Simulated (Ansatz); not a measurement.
**CH2 (triplet): basis-set convergence**

Aim: see how fast density functionals and correlated methods converge with the basis set for CH2 (triplet).

Method: one geometry, several basis sets; program: Ansatz 0.2.0, Gaussian basis.

Plan: PBE0-D4/def2-SVP; ωB97M-V/def2-SVP; PBE0-D4/def2-QZVPP; ωB97M-V/def2-QZVPP; CCSD(T)/cc-pV(D+d)Z; CCSD(T)/cc-pV(T+d)Z; CCSD(T)/cc-pV(Q+d)Z; the functionals' def2-TZVPP values are taken from earlier runs.

### Step 1. The relaxed structure

All runs share one geometry, relaxed beforehand with PBE0-D4 in a triple-zeta def2 set.

SMILES `[CH2]`, 3 atoms, charge 0, spin multiplicity 3.

Atoms are counted from 1 here; the program's logs count them from 0.

Bond lengths: C1–H2 1.079 Å, C1–H3 1.079 Å. Angles: H2–C1–H3 134.9°.

### Step 2. PBE0-D4 in def2-SVP

Contents of in.yaml:

```yaml
crystal:
  periodic: [false, false, false]
  atoms:
    - {symbol: C, position_ang: [0.164514, -0.210388, 0.069345]}
    - {symbol: H, position_ang: [0.556440, 0.743459, 0.386513]}
    - {symbol: H, position_ang: [-0.720954, -0.533072, -0.455858]}
basis:
  gaussian: {orbitals: def2-SVP}
magnetization: {spin_polarized: true, initial_magnetization: 2}
hamiltonian: {xc: pbe0, dispersion: d4}
output: {orbitals: {seedname: orbitals}}
```

Command:

```console
> ansatz run in.yaml --threads 2 --pin off --events-out ev --progress --plain --max-ram 32768MiB --backend cpu
```

After this run come: ωB97M-V in def2-SVP; PBE0-D4 in def2-QZVPP; ωB97M-V in def2-QZVPP; CCSD(T) in cc-pV(D+d)Z; CCSD(T) in cc-pV(T+d)Z; CCSD(T) in cc-pV(Q+d)Z.

Q: Predict the results of all the runs planned. Wanted: MP2 correlation recovered, cc-pV(D+d)Z; MP2 correlation recovered, cc-pV(T+d)Z; MP2 correlation recovered, cc-pV(Q+d)Z; CCSD(T) limit from def2 sets; PBE0-D4: double and triple zeta above quadruple; ωB97M-V: double and triple zeta above quadruple.

As calculated:

```
                                                                 quantity          value
                                   MP2 correlation recovered, cc-pV(D+d)Z         70.6 %
                                   MP2 correlation recovered, cc-pV(T+d)Z         89.5 %
                                   MP2 correlation recovered, cc-pV(Q+d)Z         95.6 %
CCSD(T) limit from def2 sets (earlier runs) less the limit of this series         -2 meV
                          PBE0-D4: double and triple zeta above quadruple  1.28, 0.06 eV
                          ωB97M-V: double and triple zeta above quadruple  1.39, 0.06 eV
```

What this shows: For PBE0-D4 the step from double to triple zeta gains 1.22 eV and the next only 0.06 eV. In cc-pV(D+d)Z MP2 holds 71 % of its limit, in cc-pV(Q+d)Z 96 %, while Hartree-Fock is within 0.020 eV in the largest set. A limit from the def2 sets, made apart, differs by 2 meV, a least measure of the doubt on such a limit. These are total energies; as a rule much of such shifts cancels in differences, which this series doesn't test.
